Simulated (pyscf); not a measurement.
Optimised with ωB97X-D3(BJ)/def2-SVP in PySCF.

Question: For `[Cl][SiH2][Cl]` + `[OH2]` -> `[OH][SiH]([Cl])[Cl]` + `[H][H]`, a four-centre exchange (singlet surface; H–Si, H–O broken, O–Si, H–H formed), PBE/def2-TZVP gives ΔE‡ = 28.1 kcal/mol and ΔE = -21.3 kcal/mol (zero: the separated reactants). In which direction and how far do B3LYP-D3(BJ)/def2-TZVP, M06-2X/def2-TZVP, ωB97M-D3(BJ)/def2-TZVP move these?

Answer: B3LYP-D3(BJ): ΔE‡ = 32.8 kcal/mol, ΔE = -22.9 kcal/mol; M06-2X: ΔE‡ = 32.1 kcal/mol, ΔE = -25.0 kcal/mol; ωB97M-D3(BJ): ΔE‡ = 32.1 kcal/mol, ΔE = -22.7 kcal/mol. PBE's barrier lies under all of them, by 4.0 to 4.7 kcal/mol. Its reaction energy lies over all of them, by 1.4 to 3.7 kcal/mol. Low barriers are usual for a GGA, whose delocalisation error favours stretched bonds. On the reactant side the descent ends in a complex, 4.7 kcal/mol under the separated species and 37.2 kcal/mol under the saddle at ωB97X-D3(BJ)/def2-TZVP. This is the saddle that the search found; another between the same sides may lie lower.
